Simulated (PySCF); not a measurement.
## NH: one state, many levels of theory

State: ³Σ⁻ (triplet), unpaired electrons π ↑↑. Set-up: PySCF, no relativity, basis sets H def2-TZVPPD, N def2-TZVPPD. De refers to H + N in their high-spin ground configurations, without counterpoise correction. The functionals are run spin-unrestricted. A positive dipole means H(−)N(+).

```json
{"Level": "UHF", "Re (Å)": "1.020", "ωe (cm⁻¹)": "3515", "De (eV)": "2.22", "μ (D)": "-1.64", "CPU s a point (SCF and correlation, without the integrals)": "0.24"}
{"Level": "UHF-MP2", "Re (Å)": "1.031", "ωe (cm⁻¹)": "3400", "De (eV)": "3.35", "μ (D)": "n/a", "CPU s a point (SCF and correlation, without the integrals)": "0.38"}
{"Level": "UHF-SCS-MP2", "Re (Å)": "1.031", "ωe (cm⁻¹)": "3395", "De (eV)": "3.49", "μ (D)": "n/a", "CPU s a point (SCF and correlation, without the integrals)": "n/a"}
{"Level": "UHF-CCSD", "Re (Å)": "1.037", "ωe (cm⁻¹)": "3302", "De (eV)": "3.43", "μ (D)": "n/a", "CPU s a point (SCF and correlation, without the integrals)": "n/a"}
{"Level": "UHF-CCSD(T)", "Re (Å)": "1.039", "ωe (cm⁻¹)": "3273", "De (eV)": "3.47", "μ (D)": "n/a", "CPU s a point (SCF and correlation, without the integrals)": "3.8"}
{"Level": "PBE", "Re (Å)": "1.050", "ωe (cm⁻¹)": "3180", "De (eV)": "3.84", "μ (D)": "-1.46", "CPU s a point (SCF and correlation, without the integrals)": "0.55"}
{"Level": "PBEsol", "Re (Å)": "1.054", "ωe (cm⁻¹)": "3163", "De (eV)": "3.91", "μ (D)": "-1.48", "CPU s a point (SCF and correlation, without the integrals)": "0.35"}
{"Level": "PW91", "Re (Å)": "1.049", "ωe (cm⁻¹)": "3187", "De (eV)": "3.85", "μ (D)": "-1.46", "CPU s a point (SCF and correlation, without the integrals)": "0.42"}
{"Level": "r²SCAN", "Re (Å)": "1.041", "ωe (cm⁻¹)": "3259", "De (eV)": "3.65", "μ (D)": "-1.51", "CPU s a point (SCF and correlation, without the integrals)": "0.78"}
{"Level": "TPSSh", "Re (Å)": "1.040", "ωe (cm⁻¹)": "3280", "De (eV)": "3.86", "μ (D)": "-1.51", "CPU s a point (SCF and correlation, without the integrals)": "0.94"}
{"Level": "PBE0", "Re (Å)": "1.038", "ωe (cm⁻¹)": "3318", "De (eV)": "3.69", "μ (D)": "-1.52", "CPU s a point (SCF and correlation, without the integrals)": "0.95"}
{"Level": "B97-3", "Re (Å)": "1.038", "ωe (cm⁻¹)": "3307", "De (eV)": "3.67", "μ (D)": "-1.52", "CPU s a point (SCF and correlation, without the integrals)": "0.53"}
{"Level": "CAM-B3LYP", "Re (Å)": "1.038", "ωe (cm⁻¹)": "3310", "De (eV)": "3.78", "μ (D)": "-1.55", "CPU s a point (SCF and correlation, without the integrals)": "1"}
{"Level": "B2PLYP", "Re (Å)": "1.035", "ωe (cm⁻¹)": "3321", "De (eV)": "3.67", "μ (D)": "-1.57", "CPU s a point (SCF and correlation, without the integrals)": "0.65"}
```

**Question.** What are the measured Re and ωe, and which levels come closest?

**Answer.** Re = 1.03621 Å and ωe = 3282.27 cm⁻¹ (Huber and Herzberg, Constants of Diatomic Molecules (1979)). Closest are UHF-CCSD for the length (off by 0.000 Å) and TPSSh for the frequency (off by -0.1 %).

| Level | error in Re (pm) | error in ωe (%) |
| --- | --- | --- |
| UHF | -1.6 | 7.1 |
| UHF-MP2 | -0.6 | 3.6 |
| UHF-SCS-MP2 | -0.5 | 3.4 |
| UHF-CCSD | 0.0 | 0.6 |
| UHF-CCSD(T) | 0.3 | -0.3 |
| PBE | 1.4 | -3.1 |
| PBEsol | 1.7 | -3.6 |
| PW91 | 1.2 | -2.9 |
| r²SCAN | 0.4 | -0.7 |
| TPSSh | 0.4 | -0.1 |
| PBE0 | 0.2 | 1.1 |
| B97-3 | 0.2 | 0.8 |
| CAM-B3LYP | 0.2 | 0.8 |
| B2PLYP | -0.1 | 1.2 |

Correlated steps freeze 1 core orbital. B2PLYP dipoles, levels and charges come from its SCF part alone. The state was picked by a PBE0 search and need not be the measured ground state.

The whole job (state search and all levels along the bond) took about 2.1 min on 1 thread of AMD EPYC 7R43 64-Core (shared host), peak memory 0.81 GiB.
